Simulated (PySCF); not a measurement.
Choosing a molecule for a target property.

All species are isolated and taken at one optimised geometry, non-relativistic unless stated; the electronic structure was computed with PySCF and density fitting.

The conformers computed, where there is a choice (atom-mapped SMILES and torsion angles):
- `[O:1]=[C:2]=[CH:3][c:4]1[cH:5][cH:6][cH:7][o:8]1`: C2–C3–C4–C5 180°
- `[CH3:1]/[CH:2]=[N:3]\[N:4]=[C:5](/[CH3:6])[C:7]([F:8])([F:9])[F:10]`: C2–N3–N4–C5 -103°, N4–C5–C7–F8 -118°
- `[CH3:1][O:2][C@@H:3]([F:4])[C@:5]1([C:6]#[N:7])[O:8][C@@H:9]1[F:10]`: C1–O2–C3–F4 68°, O2–C3–C5–C6 -68°

Question: Wanted: dipole moment below 1 D (PBE0/pcSseg-1) and HOMO energy above -7 eV (PBE0/pcSseg-1), at GFN2-xTB geometries. Which candidate meets both?
A. `CO[C@@H](F)[C@]1(C#N)O[C@@H]1F`
B. `O=C=Cc1ccco1`
C. `o1c2ccoc2cc1`
D. `C/C=N\N=C(/C)C(F)(F)F`

Answer: C. Computed values:
```
                       species  dipole moment  HOMO energy
                  o1c2ccoc2cc1         0.00 D     -6.09 eV
                  O=C=Cc1ccco1         1.78 D     -5.88 eV
CO[C@@H](F)[C@]1(C#N)O[C@@H]1F         3.91 D     -8.98 eV
         C/C=N\N=C(/C)C(F)(F)F         4.11 D     -7.29 eV
```

Question: Wanted: smallest rotational constant below 0.8 GHz (GFN2-xTB) and HOMO–LUMO gap above 5 eV (PBE0/pcSseg-1), at GFN2-xTB geometries. Which candidate meets both?
A. `C/C=N\N=C(/C)C(F)(F)F`
B. `o1c2ccoc2cc1`
C. `CO[C@@H](F)[C@]1(C#N)O[C@@H]1F`
D. `O=C=Cc1ccco1`

Answer: A. Computed values:
```csv
species,smallest rotational constant,HOMO–LUMO gap
C/C=N\N=C(/C)C(F)(F)F,0.687 GHz,6.53 eV
CO[C@@H](F)[C@]1(C#N)O[C@@H]1F,0.877 GHz,8.55 eV
O=C=Cc1ccco1,1.097 GHz,4.55 eV
o1c2ccoc2cc1,1.603 GHz,5.81 eV
```
